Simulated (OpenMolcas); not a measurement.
# HF/STO-3G run of H3Si− (SMILES [SiH3-])

We compute the energy of H3Si−. 

The results are computed with OpenMolcas 26.06.

## 1. The structure to begin with

H3Si−: 4 atoms, total charge -1, spin state singlet. As SMILES, `[SiH3-]`. The start is not the relaxed shape. At this shape the atoms don't form one bonded unit as the SMILES string has it.

Bond lengths: Si1–H2 1.546 Å, Si1–H3 1.546 Å. Angles: H2–Si1–H3 94.1°.

## 2. A single-point energy at HF/STO-3G

run.input reads:

```
>>> EXPORT MOLCAS_PRINT=2

&GATEWAY
 BasLib
 $CurrDir
 Coord
 4
 bohr
 Si     4.44266864    -2.25832854     1.10634961
 H      4.22894062    -0.98654286     3.72702180
 H      2.85870020    -4.58836086     1.87679095
 H     -1.26195911     1.34586295    -1.68525776
 Basis
 STO-3G
 Group
 NoSym

&SEWARD

&SCF
 Charge
 -1
 Thresholds
 1e-10 1e-07 1e-07 1e-05
 PrOrbitals
 1 1
```

The basis set STO-3G is read from a file made from the Basis Set Exchange's data (not shown).

The run is started by

```console
export MOLCAS_MEM=1860
pymolcas run.input > run.log
```

Q: Predict the results. Wanted: total energy; HOMO energy; LUMO energy; HOMO–LUMO gap.

**Answer.** As computed:

At HF/STO-3G:

| quantity | value |
| --- | --- |
| total energy | -286.84600 Eh |
| HOMO energy | 6.03 eV |
| LUMO energy | 10.65 eV |
| HOMO–LUMO gap | 4.63 eV |

One bond is far stretched, which a spin-restricted single reference describes badly; a broken-symmetry solution may lie lower. The HOMO of this anion lies above zero, so its frontier levels hang on the basis. Mulliken charges run from -0.78 on H4 to +0.32 on Si1; they depend strongly on the basis. The HOMO lies at positive energy, 6.03 eV: the electron is unbound at this level or held by a compact basis; values depend on the basis.
